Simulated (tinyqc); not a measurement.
Worked calculation: Born-Oppenheimer dynamics on the RHF/sto-6g surface (energies and gradients from PySCF), for BH2+, spin multiplicity 1. One step of it, computed by the program tinyqc.

Problem. Velocity Verlet step 1. dt = 1 fs = 41.3414 atomic units; x' = x + v dt - g dt^2 / (2m); after the new gradient g', v' = v - (g + g') dt / (2m).

positions (bohr), order 1B, 2H, 3H:
```
[[-0.020787, 0.017008, 0.062361],
 [-0.030236, 1.810358, 1.033680],
 [0.062361, -1.799019, 0.918407]]
```

velocities (bohr per atomic time unit), order 1B, 2H, 3H:
```
[[-0.000009904, 0.000003327, 0.000029635],
 [-0.000027904, -0.000054673, -0.000059365],
 [0.000136096, 0.000018327, -0.000264365]]
```

gradient (hartree/bohr), order 1B, 2H, 3H:
```
[[0.00082565, -0.01592231, 0.00992160],
 [0.00250144, -0.09940043, -0.00439035],
 [-0.00332708, 0.11532275, -0.00553125]]
```

masses (electron masses): [20068.735323, 1837.152588, 1837.152588]

gradient after step 1 (hartree/bohr), order 1B, 2H, 3H:
```
[[-0.00005548, -0.01043813, -0.00828788],
 [0.00250725, -0.08072768, 0.00388225],
 [-0.00245177, 0.09116582, 0.00440563]]
```

Give: positions after step 1; velocities after step 1.

Solution.

positions after step 1 (bohr), order 1B, 2H, 3H:
```
[[-0.0212, 0.0178, 0.0632],
 [-0.0326, 1.8543, 1.0333],
 [0.0695, -1.8519, 0.9101]]
```

velocities after step 1 (bohr per atomic time unit), order 1B, 2H, 3H:
```
[[-0.0000107, 0.0000305, 0.0000280],
 [-0.0000843, 0.0019720, -0.0000536],
 [0.0002011, -0.0023050, -0.0002517]]
```
